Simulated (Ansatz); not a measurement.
Abridged output of a molecular run in Ansatz:

```
Functional definition: HF
817 factors; integrals over basis functions are off by at most 1.2e-3 eV
mean field evaluation 1: about -11437.3274 eV, gradient 2.4e1 eV
mean field evaluation 2: about -11437.3289 eV, gradient 2.4e1 eV
mean field evaluation 4: about -11439.1410 eV, gradient 2.5e0 eV
mean field evaluation 8: about -11439.1669 eV, gradient 4.9e-4 eV
mean field -11439.16687156 eV, -420.3816287842 hartree, gradient 2.9e-6 eV, S^2 0.000000; 0 other end points of the search recorded, 0 dependent functions left out
7 core orbitals not correlated: weight in the atoms' cores, before any rotation towards them, 1.000 or more for the frozen orbitals, at most 0.000 for the correlated occupied ones
reference -11439.16687156 eV, -420.3816287842 hartree; 10, 10 occupied and 64, 64 virtual orbitals, 817 factors
second order -11.35708684 eV of doubles, -0.00000000 eV of singles
cycle   1  -12.34430954 eV  change   -9.9e-1 eV  update   7.3e-2
cycle   2  -12.71941939 eV  change   -3.8e-1 eV  update   2.3e-2
cycle   3  -12.75640879 eV  change   -3.7e-2 eV  update   6.5e-3
cycle   4  -12.75699026 eV  change   -5.8e-4 eV  update   1.9e-3
cycle   5  -12.75692078 eV  change    6.9e-5 eV  update   5.6e-4
cycle   6  -12.75688179 eV  change    3.9e-5 eV  update   2.0e-4
cycle   7  -12.75687051 eV  change    1.1e-5 eV  update   5.5e-5
cycle   8  -12.75685863 eV  change    1.2e-5 eV  update   1.8e-5
perturbative correction -0.36124211 eV, -0.0132754028 hartree
Total energy: -11452.28497230 eV, -420.8637100946 hartree
```

Its atoms:

Z-matrix (Å, degrees):
```
C
P 1 1.844
H 1 1.092 2 109.3
H 1 1.092 2 113.1 3 121.7
H 1 1.092 2 108.8 3 -117.2
C 2 1.844 1 100.2 3 -169.4
H 2 1.422 1 97.1 3 -70.8
H 6 1.092 2 113.1 1 47.6
H 6 1.092 2 108.8 1 -73.4
H 6 1.092 2 109.3 1 169.4
```

**Question.** Which basis set was used?
A. def2-SVP
B. def2-TZVPPD
C. cc-pV(Q+d)Z
D. def2-SVPD

**Answer.** A. It gives 81 functions.

**Question.** Write the keys of the input that set method, charge and spin (a neutral closed shell needs none for the last two).

**Answer.** 
```yaml
correlation: {method: ccsd_t}
```
